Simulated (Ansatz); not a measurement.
Input file:

```yaml
crystal:
  periodic: [false, false, false]
  atoms:
    - {symbol: Ga, position_ang: [0.000000, 0.000000, 0.000000]}
    - {symbol: As, position_ang: [0.000000, 0.000000, 3.515000]}
basis:
  gaussian: {orbitals: cc-pVDZ}
total_charge: 1
magnetization: {spin_polarized: false, initial_magnetization: 1}
correlation: {method: bccd, electrons: outside_noble_gas}
accuracy: high
output: {forces: true}
```

```sh
$ ansatz run in.yaml --threads 1 --pin off --events-out ev --progress --plain --max-ram 2393MiB
```

The program prints:

```
989 factors; integrals over basis functions are off by at most 4.5e-9 eV
mean field evaluation 1: about -113119.9858 eV, gradient 6.9e0 eV
mean field evaluation 2: about -113119.9985 eV, gradient 6.9e0 eV
mean field evaluation 4: about -113120.2525 eV, gradient 5.2e-1 eV
mean field evaluation 8: about -113120.2553 eV, gradient 2.7e-2 eV
mean field evaluation 16: about -113119.9858 eV, gradient 6.9e0 eV
mean field evaluation 32: about -113120.2553 eV, gradient 1.6e-8 eV
mean field evaluation 64: about -113119.3138 eV, gradient 1.2e-5 eV
mean field evaluation 96: about -113119.7133 eV, gradient 2.2e-1 eV
mean field evaluation 128: about -113119.7169 eV, gradient 1.3e-1 eV
mean field evaluation 160: about -113119.2982 eV, gradient 1.1e0 eV
...
mean field -113120.25527585 eV, -4157.0927057246 hartree, gradient 4.6e-8 eV, S^2 0.750000; 15 other end points of the search recorded, 0 dependent functions left out
...
determinant -113120.25527585 eV, -4157.0927057246 hartree, with singles and doubles -113123.64304129 eV, -4157.2172038083 hartree
determinant -113119.71715192 eV, -4157.0729300347 hartree, with singles and doubles -113123.14161325 eV, -4157.1987766675 hartree
determinant -113119.71715192 eV, -4157.0729300347 hartree, with singles and doubles -113123.14161267 eV, -4157.1987766464 hartree
determinant -113119.31375845 eV, -4157.0581055981 hartree, with singles and doubles -113122.76958641 eV, -4157.1851049333 hartree
determinant -113120.25527585 eV, -4157.0927057246 hartree, with singles and doubles -113123.64824102 eV, -4157.2173948948 hartree
determinant -113119.71715192 eV, -4157.0729300347 hartree, with singles and doubles -113123.18344370 eV, -4157.2003139082 hartree
determinant -113119.71715192 eV, -4157.0729300347 hartree, with singles and doubles -113123.18344428 eV, -4157.2003139294 hartree
unrestricted determinant -113121.32037493 eV, -4157.1318473938 hartree, S^2 1.7918
28 core orbitals not correlated: weight in the atoms' cores, before any rotation towards them, 1.000 or more for the frozen orbitals, at most 0.000 for the correlated occupied ones
reference -113120.25527585 eV, -4157.0927057246 hartree; 4, 3 occupied and 22, 23 virtual orbitals, 989 factors
second order -2.41946786 eV of doubles, -0.06040313 eV of singles
...
cycle  22  -3.39319529 eV  change   -2.2e-8 eV  update   2.9e-8
cycle  23  -3.39319529 eV  change   -5.5e-9 eV  update   2.6e-8
cycle  24  -3.39319529 eV  change    7.4e-9 eV  update   2.7e-8
cycle  25  -3.39319531 eV  change   -2.4e-8 eV  update   2.0e-8
cycle  26  -3.39319533 eV  change   -2.0e-8 eV  update   1.2e-8
cycle  27  -3.39319533 eV  change    4.9e-9 eV  update   8.0e-9
cycle  28  -3.39319531 eV  change    1.3e-8 eV  update   5.5e-9
cycle  29  -3.39319531 eV  change   1.1e-10 eV  update   1.6e-9
cycle  30  -3.39319531 eV  change   5.2e-10 eV  update  9.1e-10
cycle  31  -3.39319531 eV  change   1.7e-10 eV  update  4.5e-10
the calculation of the forces begins
Total energy: -113123.64847117 eV, -4157.2174033524 hartree
Atom 0 at     0.000000     0.000000     0.000000 Å, force    -0.000000    -0.000000     0.423258 eV/Å
Atom 1 at     0.000000     0.000000     3.515000 Å, force     0.000000     0.000000    -0.423258 eV/Å
Dipole moment:    -0.000000     0.000000    -0.847826 e Å
```

Forces (eV/Å):
```
Ga   0.000  0.000  0.423
As   0.000  0.000 -0.423
```

Ran on 1 thread of Arm Neoverse V2, shared host: 27 s wall, 0.2 GiB peak host memory.
